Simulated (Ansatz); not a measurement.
in.yaml

```yaml
crystal:
  periodic: [false, false, false]
  atoms:
    - {symbol: C, position_ang: [0.000000, 0.000000, 0.000000]}
    - {symbol: Li, position_ang: [0.000000, 0.000000, 3.153000]}
basis:
  gaussian: {orbitals: def2-TZVP}
total_charge: -1
magnetization: {spin_polarized: true, initial_magnetization: 2}
correlation: {method: ccsdt, electrons: valence}
```

```sh
$ ansatz run in.yaml --threads 1 --pin off --events-out ev --progress --plain --max-ram 2393MiB
```

Log:

```
575 factors; integrals over basis functions are off by at most 1.9e-7 eV
mean field evaluation 1: about -1224.4615 eV, gradient 1.7e1 eV
mean field evaluation 2: about -1224.4621 eV, gradient 1.7e1 eV
mean field evaluation 4: about -1228.3259 eV, gradient 3.1e0 eV
mean field evaluation 8: about -1229.1744 eV, gradient 2.9e-1 eV
mean field evaluation 16: about -1229.1735 eV, gradient 1.0e-5 eV
mean field evaluation 32: about -1227.9501 eV, gradient 8.9e0 eV
mean field evaluation 64: about -1228.3172 eV, gradient 1.2e-1 eV
mean field evaluation 96: about -1229.1662 eV, gradient 4.4e-1 eV
mean field evaluation 128: about -1228.1626 eV, gradient 4.3e-1 eV
mean field evaluation 160: about -1227.4920 eV, gradient 2.2e-1 eV
...
cycle  51  -4.10388983 eV  change   -2.3e-7 eV  update   7.1e-7
cycle   1  -4.10388997 eV  update   6.5e-7
cycle   2  -4.10388998 eV  change   -1.0e-8 eV  update   6.4e-7
cycle   3  -4.10389011 eV  change   -1.2e-7 eV  update   6.3e-7
cycle   4  -4.10389046 eV  change   -3.5e-7 eV  update   6.0e-7
cycle   5  -4.10389102 eV  change   -5.6e-7 eV  update   5.8e-7
cycle   6  -4.10389185 eV  change   -8.3e-7 eV  update   5.3e-7
cycle   7  -4.10389269 eV  change   -8.4e-7 eV  update   4.3e-7
cycle   8  -4.10389318 eV  change   -4.9e-7 eV  update   3.0e-7
cycle   9  -4.10389345 eV  change   -2.7e-7 eV  update   2.0e-7
Total energy: -1233.27742393 eV, -45.3221093840 hartree
```

Ran on 1 thread of Arm Neoverse V1, shared host: 34 s wall, 0.23 GiB peak host memory.
